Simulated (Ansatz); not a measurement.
# C2H4FO: the cost of one run

Program: Ansatz 0.2.0. Level of theory: RKS BHLYP-D4/def2-SVP. These are calculated values, not measurements.

### Step 1. The system as given

8 atoms, charge 1, spin multiplicity 1.

Atoms are counted from 1 here; the program's logs count them from 0.

Bond lengths: O1–C2 1.269 Å, O1–H5 0.994 Å, C2–C3 1.480 Å, C2–H6 1.113 Å, C3–F4 1.346 Å, C3–H7 1.127 Å, C3–H8 1.126 Å. Angles: C2–O1–H5 116.2°, O1–C2–C3 126.2°, O1–C2–H6 114.0°, C3–C2–H6 119.8°, C2–C3–F4 111.1°, C2–C3–H7 108.2°, C2–C3–H8 108.8°, F4–C3–H7 111.5°, F4–C3–H8 111.6°, H7–C3–H8 105.4°.

As a file:

```xyz
8

O    -0.3387    1.5516   -0.4215
C     0.1642    0.6419    0.3059
C     0.0784   -0.8165    0.0665
F     0.7024   -1.5049    1.0402
H    -0.8396    1.2445   -1.2239
H     0.7140    1.0251    1.1948
H     0.5252   -1.0339   -0.9449
H    -1.0060   -1.1078   -0.0171
```

### Step 2. Relaxation

input.yaml

```yaml
crystal:
  periodic: [false, false, false]
  atoms:
    - { symbol: O, position_ang: [-0.338747, 1.551594, -0.421469] }
    - { symbol: C, position_ang: [0.164239, 0.641888, 0.305899] }
    - { symbol: C, position_ang: [0.078371, -0.816465, 0.06648] }
    - { symbol: F, position_ang: [0.702437, -1.5049, 1.040161] }
    - { symbol: H, position_ang: [-0.839555, 1.244533, -1.223906] }
    - { symbol: H, position_ang: [0.714028, 1.025122, 1.194816] }
    - { symbol: H, position_ang: [0.525239, -1.033928, -0.94488] }
    - { symbol: H, position_ang: [-1.006011, -1.107843, -0.017111] }
total_charge: 1
basis:
  gaussian: { orbitals: def2-SVP }
hamiltonian:
  xc: { name: BHLYP }
  dispersion: d4
output:
  forces: true
relax:
  f_tol: 0.003
  max_steps: 120
```

Run with:

```bash
> ansatz run input.yaml --threads 1 --pin off --max-ram 2560MiB --backend cpu --events-out ev --progress --plain --runs-dir out
```

Q: Estimate wall time and peak memory on 1 thread of Intel Xeon 6975P-C (Granite Rapids), shared host.

About 14 s, with a peak of 0.15 GiB.
